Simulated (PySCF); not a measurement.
Gas-phase reaction: 3 (CH3)3SiH + 2 CH = 3 H3SiCCH + 5 CH4

Computed with PySCF (xtb for GFN2) and rigid-rotor harmonic-oscillator thermochemistry at 1 bar. 6-31G* has spherical d functions here. Open shells (unrestricted): CH (multiplicity 2, electronic degeneracy 4); the rest are closed-shell singlets. GFN2 has no spin-polarisation term. Spin-orbit splitting is ignored; it lowers the true energy and changes the entropy of CH. B3LYP is the form with VWN-RPA correlation. The harmonic model lacks anharmonicity and excited electronic states, which grow with temperature; levels with a mode under 35 cm⁻¹ are left out. Internal rotation in (CH3)3SiH is treated as a harmonic vibration of one conformer, which makes the entropy rough. Warning, spin contamination: CH (PBE/def2-SVP).

ΔH° and ΔS° at 298 K: B3LYP/6-31G* -442 kJ, 373 J/K; GFN2-xTB -878 kJ, 358 J/K; PBE/def2-SVP -419 kJ, 373 J/K.

**Question.** With the heat capacities included, give log10 K (1 bar) at 600, 800, 1000, 1800, 2500 K from B3LYP/6-31G*, GFN2-xTB, PBE/def2-SVP.

**Answer.** 
| T (K) | B3LYP/6-31G* | GFN2-xTB | PBE/def2-SVP |
|---|---|---|---|
| 600 | 57.6 | 94.9 | 55.6 |
| 800 | 47.7 | 75.6 | 46.1 |
| 1000 | 41.5 | 63.9 | 40.3 |
| 1800 | 30.1 | 42.5 | 29.3 |
| 2500 | 25.7 | 34.6 | 25.1 |
